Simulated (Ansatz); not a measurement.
Two structures of AlH5SO, singlet, reached by relaxing down either side of one saddle point (PBE0-D4/def2-TZVP). Energies are electronic, without zero-point energy. Computed with Ansatz 0.2.0 (basis: def2-TZVPP and def2-QZVPP); correlated methods freeze the cores. Extrapolation: Hartree–Fock as exp(−7.88 √X), correlation as X^−2.97. First:

```xyz
8
angstrom
Al -0.7157 -0.0256 -0.4689
S 0.7490 1.6619 -0.6967
H -0.6903 -1.1341 -1.5998
H -2.0343 0.3684 0.3297
H 1.0396 -0.1860 1.1384
O 0.3247 -0.8402 1.0494
H 1.4735 1.0393 -1.6413
H -0.1466 -0.8838 1.8894
```

Second:

```csv
atom,x (Å),y (Å),z (Å)
Al1,-0.8923,-0.4248,-0.1920
S2,0.8358,1.3850,-0.7964
H3,-0.9996,-0.9790,-1.6765
H4,-1.9931,0.5413,0.4390
H5,1.2009,1.6747,0.4641
O6,0.0753,-1.3618,0.8775
H7,1.8222,0.4829,-0.9392
H8,-0.0494,-1.3184,1.8236
```

Task: Which bonds change from the first to the second?

Result: AlH₃S ([AlH2][SH]) + H₂O → AlH₃O ([OH][AlH2]) + H₂S (still joined by a long Al–S bond); bonds formed: S2–H5; dative contacts that become bonds: Al1–O6; bonds broken: H5–O6; bonds weakened to dative contacts: Al1–S2.

Task: Give the saddle point's structure and its height above each. (To be estimated.)

Result: By the calculation: 0.633 eV above the first and 0.386 eV above the second (CCSD(T) at an estimated basis limit (MP2 extrapolated from triple and quadruple zeta, plus CCSD(T) − MP2 in triple zeta)).
```
8
angstrom
Al -0.8413 -0.2495 -0.3191
S 0.8571 1.5030 -0.4301
H -0.7853 -1.0943 -1.6552
H -2.1624 0.3785 0.2935
H 0.9364 0.3650 0.5946
O 0.3195 -0.8194 0.9604
H 1.6182 0.8451 -1.3208
H 0.0577 -0.9286 1.8769
```

T1 diagnostic: at most 0.012.

Labels in which every atom is bracketed show which atoms are joined, not bond orders.

For scale, one of the runs: CCSD(T)/def2-TZVPP, 185 basis functions, launched by `ansatz run in.yaml --threads 2 --pin off --events-out ev --progress --plain --max-ram 4352MiB`. The run took 36 s on 2 CPU threads of an Arm Neoverse V2 (shared host), with 1.7 GiB of host memory at its peak.
